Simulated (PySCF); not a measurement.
Species: lithium diatomic, Li2.
Atom-mapped SMILES: `[Li:1][Li:2]`

Cartesian coordinates in Å at the PBE0-D3(BJ)/def2-SVP level; atoms count from 1:
```xyz
2
Li2 angstrom
Li     1.3995   -0.0065   -0.0048
Li    -1.3940    0.0090   -0.0235
```

All values: PBE0/pcSseg-1 and CAM-B3LYP/def2-SVPD (PySCF, non-relativistic), on one gas-phase PBE0-D3(BJ)/def2-SVP geometry that isn't relaxed in the solvent. The solvent is an IEF-PCM continuum (van der Waals radii × 1.2). Only the electrostatic response of the medium enters.

Gas phase at PBE0/pcSseg-1: HOMO -3.73 eV, LUMO -1.30 eV, dipole 0.00 D.

Question: What does the continuum do to the energy, the frontier levels and the dipole at PBE0/pcSseg-1 in chloroform and tetrahydrofuran?

Answer: 
```
        solvent      ε  E(solvent) − E(gas) (kcal/mol)  polarisation term (kcal/mol)  distortion of the solute (kcal/mol)  HOMO (eV)  LUMO (eV)  dipole (D)
     chloroform  4.711                           -3.45                         -4.31                                 0.86      -3.56      -0.74        0.00
tetrahydrofuran  7.426                           -4.11                         -5.29                                 1.18      -3.56      -0.67        0.00
```

The first energy column is the sum of the next two and covers electrostatics alone. From chloroform to tetrahydrofuran the lowering changes by a factor 1.19, Onsager's factor (ε − 1)/(2ε + 1) by 1.14 and ε itself by 1.6. Charge and dipole vanish, so a point-dipole model would give no lowering at all.

Gas phase at CAM-B3LYP/def2-SVPD: HOMO -4.52 eV, LUMO -0.67 eV, dipole 0.00 D.

Question: What does the continuum do to the energy, the frontier levels and the dipole at CAM-B3LYP/def2-SVPD in chloroform and tetrahydrofuran?

Answer: 
```tsv
solvent	ε	E(solvent) − E(gas) (kcal/mol)	polarisation term (kcal/mol)	distortion of the solute (kcal/mol)	HOMO (eV)	LUMO (eV)	dipole (D)
chloroform	4.711	-3.94	-4.77	0.83	-4.39	-0.14	0.00
tetrahydrofuran	7.426	-4.67	-5.82	1.15	-4.41	-0.07	0.00
```

Question: How does the static polarisability (CAM-B3LYP/def2-SVPD, frozen core, with the continuum's full static response) change?

Answer: 
| medium | isotropic (au) | principal values (au) | ⟨r²⟩ of the electrons (bohr²) |
| --- | --- | --- | --- |
| gas | 200.1 | 170.3, 170.3, 259.7 | 66.8 |
| chloroform | 330.9 | 318.6, 318.7, 355.3 | 64.1 |
| tetrahydrofuran | 366.9 | 358.3, 371.1, 371.2 | 63.6 |

The isotropic value in tetrahydrofuran is 1.83 times the gas-phase one; no cavity-field correction is applied. ⟨r²⟩ is taken about the centre of nuclear charge.
